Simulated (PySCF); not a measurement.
Frontier levels across methods

3-chlorothiophene, C4H3ClS.
Geometry (PBE0-D3(BJ)/def2-SVP, Å), atoms numbered from 1 in this order:
```xyz
9
C4H3ClS angstrom
Cl    -2.1942   -1.4284    0.1809
C     -0.8339   -0.3789    0.0587
C      0.5088   -0.8549    0.0227
C      1.4027    0.1759   -0.0746
S      0.6213    1.7039   -0.1227
C     -0.9332    0.9865   -0.0106
H      0.7781   -1.9098    0.0674
H      2.4893    0.1163   -0.1209
H     -1.8388    1.5894   -0.0009
```

Basis pcSseg-2 throughout (PySCF), one geometry. Geometry: PBE0-D3(BJ)/def2-SVP; no solvent, vibrations or thermal averaging.

How do the orbital energies, the gap and the dipole change with the method?

```json
{"method": "B97-D", "kind": "GGA", "HOMO (eV)": "-5.85", "LUMO (eV)": "-1.57", "gap (eV)": "4.28", "μ (D)": "1.28", "SCF cycles": "15"}
{"method": "KT2", "kind": "GGA", "HOMO (eV)": "-5.93", "LUMO (eV)": "-1.63", "gap (eV)": "4.30", "μ (D)": "1.28", "SCF cycles": "16"}
{"method": "KT3", "kind": "GGA", "HOMO (eV)": "-5.93", "LUMO (eV)": "-1.62", "gap (eV)": "4.32", "μ (D)": "1.27", "SCF cycles": "15"}
{"method": "B3LYP", "kind": "global hybrid", "HOMO (eV)": "-6.75", "LUMO (eV)": "-1.00", "gap (eV)": "5.75", "μ (D)": "1.33", "SCF cycles": "14"}
{"method": "PBE0", "kind": "global hybrid", "HOMO (eV)": "-6.98", "LUMO (eV)": "-0.81", "gap (eV)": "6.17", "μ (D)": "1.31", "SCF cycles": "14"}
{"method": "mPW1PW91", "kind": "global hybrid", "HOMO (eV)": "-6.99", "LUMO (eV)": "-0.82", "gap (eV)": "6.17", "μ (D)": "1.32", "SCF cycles": "14"}
```

The HOMO spans 1.14 eV, from B97-D down to mPW1PW91, and the gap runs from 4.28 eV (B97-D) to 6.17 eV (mPW1PW91). Over the methods B97-D (0 %), KT2 (0 %), KT3 (0 %), B3LYP (20 %), PBE0 (25 %), mPW1PW91 (25 %), a straight line through the gap against the share of exact exchange rises by 0.74 eV for each 10 % (correlation coefficient 1.000). The dipole ranges from 1.27 D (KT3) to 1.33 D (B3LYP). This basis has no diffuse functions.

The vertical ΔSCF ionisation energy at wB97X-D/def2-SVPD is 9.04 eV; −ε(HOMO) comes closest to it with mPW1PW91 (6.99 eV) and PBE0 (6.98 eV).
